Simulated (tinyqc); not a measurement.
Inside a calculation. Method: geometry optimisation on the RHF/sto-6g surface (energies and gradients from PySCF), for H2O, spin multiplicity 1. Computed by tinyqc, a small Python program that keeps every step (integrals from PySCF). Settings: charge = 0, multiplicity = 1, basis = sto-6g, optimiser = bfgs, first Hessian = 1.0, largest step = 0.3, iteration cap = 30. Command: `OMP_NUM_THREADS=1 python tinyqc.py 25014 25015 out.jsonl` (the two numbers bound the seeds that draw the settings). One thread of a shared host (Intel(R) Xeon(R) Processor @ 2.60GHz), about 0.9 s of CPU time with the checks.

## Step 1: energy and gradient

positions at the start (bohr):
```
,x,y,z
1O,0.08315,0.09449,-0.03213
2H,-0.05669,1.42485,1.10360
3H,-0.02268,-1.48910,1.12061
```

Self-consistent energy and analytic gradient at these positions.

energy = -75.6733967 hartree

gradient (hartree/bohr):
```
,x,y,z
1O,-0.0048904,0.1108421,0.0324368
2H,0.0073626,-0.0582133,-0.0611360
3H,-0.0024722,-0.0526289,0.0286993
```

## Step 1: move

Quasi-Newton step p = -H^(-1) g (first H = 1 times the unit matrix); steps longer than 0.3 bohr are cut back.

positions after step 1 (bohr):
```
,x,y,z
1O,0.08804,-0.01636,-0.06456
2H,-0.06405,1.48307,1.16474
3H,-0.02020,-1.43648,1.09191
```

## Step 2: energy and gradient

As before.

energy = -75.6788063 hartree

gradient (hartree/bohr):
```
,x,y,z
1O,0.0017745,-0.0531657,-0.0103042
2H,-0.0034239,0.0392565,0.0270511
3H,0.0016494,0.0139092,-0.0167469
```

## Step 2: move

inverse Hessian in use (bohr^2/hartree):
```
,1,2,3,4,5,6,7,8,9
1,0.99984,0.00551,0.00089,0.00035,-0.00445,-0.00272,-0.00019,-0.00106,0.00184
2,0.00551,0.83484,-0.03195,-0.01064,0.12207,0.08401,0.00513,0.04309,-0.05206
3,0.00089,-0.03195,0.99544,-0.00202,0.02712,0.01555,0.00114,0.00483,-0.01099
4,0.00035,-0.01064,-0.00202,0.99932,0.00793,0.00540,0.00033,0.00270,-0.00337
5,-0.00445,0.12207,0.02712,0.00793,0.91733,-0.06361,-0.00348,-0.03941,0.03649
6,-0.00272,0.08401,0.01555,0.00540,-0.06361,0.95757,-0.00267,-0.02040,0.02688
7,-0.00019,0.00513,0.00114,0.00033,-0.00348,-0.00267,0.99985,-0.00165,0.00154
8,-0.00106,0.04309,0.00483,0.00270,-0.03941,-0.02040,-0.00165,0.99632,0.01557
9,0.00184,-0.05206,-0.01099,-0.00337,0.03649,0.02688,0.00154,0.01557,0.98412
```

Quasi-Newton step p = -H^(-1) g (the inverse Hessian comes from BFGS updates; coordinates in the order x, y, z of each atom); steps longer than 0.3 bohr are cut back.

positions after step 2 (bohr):
```
,x,y,z
1O,0.08686,0.01911,-0.05775
2H,-0.06177,1.45675,1.14672
3H,-0.02131,-1.44562,1.10311
```

## Step 3: energy and gradient

As before.

energy = -75.6809891 hartree

gradient (hartree/bohr):
```
,x,y,z
1O,0.0005502,-0.0045794,-0.0045427
2H,-0.0006069,0.0113743,0.0042950
3H,0.0000567,-0.0067949,0.0002476
```

## Step 3: move

inverse Hessian in use (bohr^2/hartree):
```
,1,2,3,4,5,6,7,8,9
1,1.00013,0.00086,-0.00129,-0.00006,0.00189,0.00033,-0.00007,-0.00275,0.00096
2,0.00086,0.84765,0.00932,-0.00646,0.02543,0.05658,0.00560,0.12692,-0.06590
3,-0.00129,0.00932,1.01082,0.00127,-0.02025,-0.00944,0.00002,0.01093,-0.00139
4,-0.00006,-0.00646,0.00127,0.99980,-0.00077,0.00193,0.00026,0.00724,-0.00320
5,0.00189,0.02543,-0.02025,-0.00077,1.05372,0.00102,-0.00112,-0.07916,0.01923
6,0.00033,0.05658,-0.00944,0.00193,0.00102,0.98213,-0.00226,-0.05760,0.02730
7,-0.00007,0.00560,0.00002,0.00026,-0.00112,-0.00226,0.99981,-0.00449,0.00224
8,-0.00275,0.12692,0.01093,0.00724,-0.07916,-0.05760,-0.00449,0.95224,0.04667
9,0.00096,-0.06590,-0.00139,-0.00320,0.01923,0.02730,0.00224,0.04667,0.97409
```

As before.

positions after step 3 (bohr):
```
,x,y,z
1O,0.08627,0.02338,-0.05277
2H,-0.06114,1.44424,1.14231
3H,-0.02135,-1.43738,1.10254
```

## Convergence

Stop when the largest gradient component is below 3e-5 hartree/bohr. The inverse Hessian follows the BFGS update with s = step, y = change of gradient.

Course of the optimisation:
```
step,E (hartree),largest gradient (hartree/bohr)
1,-75.6733967,1.11e-01
2,-75.6788063,5.32e-02
3,-75.6809891,1.14e-02
4,-75.6811277,4.25e-03
5,-75.6811700,3.07e-03
6,-75.6812004,3.23e-05
7,-75.6812004,5.60e-07
```

Final distances (angstrom):
```
pair,distance
2H-1O,0.98635
3H-1O,0.98635
3H-2H,1.51120
```

Converged in 7 steps.
